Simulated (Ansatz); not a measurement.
A calculation on hcp Be returned lattice constant a 2.243 Å, lattice parameter c 3.547 Å, cohesive energy 3.72 eV/atom.

For reference: lattice constant a 2.286 Å (measured, 293 K, not corrected to a static lattice, our sources range from 2.286 to 2.290; as tabulated in Wikipedia's data pages); lattice parameter c 3.584 Å (measured, 293 K, not corrected to a static lattice; as tabulated in Wikipedia's data pages); cohesive energy 3.32 eV/atom (measured, 0 K, copied from a table, unchecked, 0 K, 1 atm; zero-point vibration energy not added; as tabulated in Kittel's textbook).

Task: Which level of theory produced these numbers?
A) BLYP (Ansatz (a quantum-chemistry and plane-wave program))
B) LC-ωPBE (Ansatz)
C) PBE-D3(BJ) (Ansatz)
D) HSE06-D3(BJ) (Ansatz)

Result: B, LC-ωPBE (Ansatz)

The others give: BLYP 2.271 Å, 3.551 Å, 2.99 eV/atom; HSE06-D3(BJ) 2.209 Å, 3.500 Å, 4.07 eV/atom; PBE-D3(BJ) 2.216 Å, 3.495 Å, 4.10 eV/atom.

Unless a cell is named, each level is at its own relaxed cell (BLYP 7.93, HSE06-D3(BJ) 7.40, LC-ωPBE 7.73, PBE-D3(BJ) 7.43 Å³/atom).

Ansatz's density-functional and Hartree–Fock values are scalar-relativistic unless marked +SOC, with PAW data made under PBE.
